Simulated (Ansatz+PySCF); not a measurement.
Values are calculated unless marked as measured or tabulated.
## Several solutions for doublet F₂(-)

```csv
atom,x (Å),y (Å),z (Å)
F,0.0000,0.0000,-0.6882
F,0.0000,0.0000,0.6882
```

Basis set: aug-cc-pVDZ (spherical functions). Charge -1, multiplicity 2.

CASSCF(3,3) was run from several starts with Ansatz (development build ahead of 0.2.0) and PySCF 2.14.0. The starts are those of the Hartree–Fock orbitals from which the active space was taken at the frontier.

```tsv
run	program	start	converged	energy (hartree)	<S²>
A	PySCF	program defaults	yes	-198.68117	0.75
B	Ansatz	stability test followed	yes	-198.69416	0.75
C	Ansatz	atomic start, no search	yes	-198.69416	0.75
D	Ansatz	search for the lowest state	yes	-198.69416	0.75
```

Problem. Which runs reached the lowest solution of this kind, and what is wrong with the others?

Solution. B, C, D reached the lowest solution found. Converged but too high: A by 0.35 eV. Convergence only shows a stationary point; in CASSCF the end hangs on which orbitals enter the active space. Caution: other starts end on other solutions of this active space.
